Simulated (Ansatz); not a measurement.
The input, for Ansatz 0.2.0:

```yaml
crystal:
  periodic: [false, false, false]
  atoms:
    - {symbol: B, position_ang: [0.086270, -0.435449, 1.923994]}
    - {symbol: C, position_ang: [-0.078604, 0.487980, 0.775908]}
    - {symbol: Cl, position_ang: [-0.001984, -0.074826, -0.872644]}
    - {symbol: H, position_ang: [0.081125, 1.487668, 0.811917]}
basis:
  gaussian: {orbitals: cc-pVDZ}
magnetization: {spin_polarized: true, initial_magnetization: 3}
correlation: {method: ccsd_t, electrons: all}
scf: {omitted_lower_state_checks: [cluster_reference]}
```

```sh
$ ansatz run in.yaml --threads 1 --pin off --events-out ev --progress --plain --max-ram 2393MiB
```

(1) Roughly how long does this take on 1 thread of Intel Xeon Platinum 8488C, shared host, and how much host memory?

```
these checks for a lower state are left out or cut short: cluster_reference
503 factors; integrals over basis functions are off by at most 1.2e-3 eV
mean field evaluation 1: about -14213.9681 eV, gradient 1.1e1 eV
mean field evaluation 2: about -14214.1003 eV, gradient 1.1e1 eV
mean field evaluation 4: about -14216.7559 eV, gradient 3.4e0 eV
mean field evaluation 8: about -14217.1320 eV, gradient 7.2e-1 eV
mean field evaluation 16: about -14217.1460 eV, gradient 3.4e-6 eV
mean field -14217.14601381 eV, -522.4704792799 hartree, gradient 3.4e-6 eV, S^2 3.756823; 2 other end points of the search recorded, 0 dependent functions left out
reference -14217.14601381 eV, -522.4704792799 hartree; 16, 13 occupied and 35, 38 virtual orbitals, 503 factors
second order -7.90930673 eV of doubles, -0.00000000 eV of singles
cycle   1  -8.44556690 eV  change   -5.4e-1 eV  update   7.8e-2
cycle   2  -8.70715972 eV  change   -2.6e-1 eV  update   3.1e-2
cycle   3  -8.78163658 eV  change   -7.4e-2 eV  update   2.2e-2
cycle   4  -8.78469237 eV  change   -3.1e-3 eV  update   1.1e-2
cycle   5  -8.78546792 eV  change   -7.8e-4 eV  update   3.8e-3
cycle   6  -8.78623054 eV  change   -7.6e-4 eV  update   1.6e-3
cycle   7  -8.78643954 eV  change   -2.1e-4 eV  update   6.4e-4
cycle   8  -8.78645287 eV  change   -1.3e-5 eV  update   2.6e-4
cycle   9  -8.78646953 eV  change   -1.7e-5 eV  update   1.2e-4
cycle  10  -8.78646412 eV  change    5.4e-6 eV  update   7.5e-5
cycle  11  -8.78647807 eV  change   -1.4e-5 eV  update   5.1e-5
cycle  12  -8.78648438 eV  change   -6.3e-6 eV  update   3.1e-5
perturbative correction -0.26827219 eV, -0.0098588211 hartree
Total energy: -14226.20077038 eV, -522.8032354462 hartree
Checks for a lower state left out: cluster_reference
```

Answers

(1) 4.7 s wall and 0.24 GiB.
